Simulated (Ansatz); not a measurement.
# [SiH3···H···GeH3], doublet in cc-pVDZ: errors against UCCSDT(Q)

Geometry: a point of a hydrogen-transfer path between rigid fragments, not a stationary point.

```xyz
9

Si   -2.7391    0.0000    0.0000
H    -3.2339    1.3997    0.0000
H    -3.2339   -0.6999    1.2122
H    -3.2339   -0.6999   -1.2122
H    -1.2545    0.0000    0.0000
Ge    1.1439    0.0000    0.0000
H     1.6126   -1.4659    0.0000
H     1.6126    0.7330   -1.2695
H     1.6126    0.7330    1.2695
```

Basis cc-pVDZ; Ansatz 0.2.0. Only valence electrons are correlated (noble-gas cores and the filled d shells of p-block atoms frozen), which leaves 15 electrons in 61 orbitals. R marks a restricted (for open shells ROHF) determinant, U an unrestricted one. Active spaces: pair = (3e, 3o) about the gap; frontier = (9e, 9o) about the gap. No spin–orbit coupling is included, and no scalar relativity.

Full CI isn't at hand for all of this; UCCSDT(Q) serves as the reference, and is uncertain by about the last step of the cluster series. The frozen core follows each run's orbitals, which can shift R against U totals by a few meV for light atoms and by up to 0.1 eV past Ca.

The UHF ⟨S²⟩ is 0.756. The T1 diagnostic (RCCSD) is 0.0141. The largest doubles amplitude (RCCSD) is 0.025. The T1 diagnostic (UCCSD) is 0.0113.

```tsv
level	E − E(RHF) (eV)
UHF	-0.0570
UMP2	-5.8345
UCCSD	-7.3681
UCCSD(T)	-7.5057
```

Q: Estimate how far UCCSDT(Q) in cc-pVDZ lies from UCCSD(T). The table doesn't fix it; the size of (T) and the diagnostics are the guide.

A: UCCSDT(Q) in cc-pVDZ lies 1.36 mEh below UCCSD(T), which is 27 % of the (T) step (-5.06 mEh). The diagnostics give no warning, yet the rest is a sizeable part of (T).

The other levels:

```tsv
level	E − E(UCCSDT(Q)) (mEh)	share of correlation (%)	wall time
UCCSDT	0.13	99.95	–
```

The correlation energy at UCCSDT(Q), counted from RHF, is -7.543 eV. That run took 10 s on 2 threads of AMD EPYC 7R13 with a shared H100 80 GB, shared host.

Run but not shown, since their state or frozen core can't be matched to the reference's or they repeat it: RHF, RMP2, CISD, RCCSD, RCCSD(T), BCCD(T), RCCSDT, RCCSDT(Q), CASSCF (pair space), NEVPT2 (pair space), MRCISD (pair space), MRCISD+Q (pair space), CASSCF (frontier space), NEVPT2 (frontier space), MRCISD (frontier space), MRCISD+Q (frontier space).

Times hold each run's SCF and search for its determinant on a shared host, so for small cases they say little of a method's own cost; they ran on 1 thread of AMD EPYC 7R13.
